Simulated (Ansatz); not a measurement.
Geometry optimisation, RKS PBE-D4/def2-SVP in Ansatz 0.2.0.

The input (input.yaml):

```yaml
crystal:
  periodic: [false, false, false]
  atoms:
    - { symbol: B, position_ang: [0.0, 0.0, 0.0] }
    - { symbol: H, position_ang: [0.6594, 0.0, 1.2237] }
    - { symbol: C, position_ang: [1.7899, 0.0, 0.1905] }
    - { symbol: H, position_ang: [2.1194, -1.0462, 0.0203] }
    - { symbol: H, position_ang: [1.6534, 0.508, -0.7869] }
    - { symbol: H, position_ang: [2.5594, 0.5381, 0.7823] }
    - { symbol: H, position_ang: [-1.0305, 0.0, -0.595] }
basis:
  gaussian: { orbitals: def2-SVP }
hamiltonian:
  xc: pbe
  dispersion: d4
relax:
  f_tol: 0.15
  max_steps: 25
  restrain:
    - { distance: [1, 2], at: 2.31, k: 30.0 }
    - { distance: [0, 1], at: 1.19, k: 30.0 }
    - { distance: [0, 2], at: 1.6, k: 30.0 }
```

Run as:

```bash
$ ansatz run input.yaml --threads 1 --pin off --max-ram 2048MiB --backend cpu --events-out ev --progress --plain --runs-dir out
```

Question: Where does it end, and by what steps?

Answer: The forces met the threshold. The restraints hold the end off the free minimum. After 6 steps the energy has fallen by 4.756 eV (the restraints' own energy left out); H2 moved furthest, 0.68 Å.

```csv
step,energy less start (eV),largest force component (eV/Å),accepted
0,0.0000,5.339,yes
1,-1.6955,4.242,yes
2,-3.0272,2.920,yes
3,-4.3568,1.580,yes
4,-4.7400,0.692,yes
5,-4.7281,0.775,no
6,-4.7563,0.821,yes
```

```xyz
7
Properties=species:S:1:pos:R:3
B 0.224 0.008 0.336
H 0.050 -0.111 1.513
C 1.741 0.065 -0.079
H 2.082 -1.004 -0.073
H 1.974 0.456 -1.088
H 2.379 0.557 0.684
H -0.700 0.029 -0.457
```

Run time: 4.7 s on 1 thread of Intel(R) Xeon(R) Platinum 8488C (Sapphire Rapids) (shared host), peak memory 0.12 GiB.
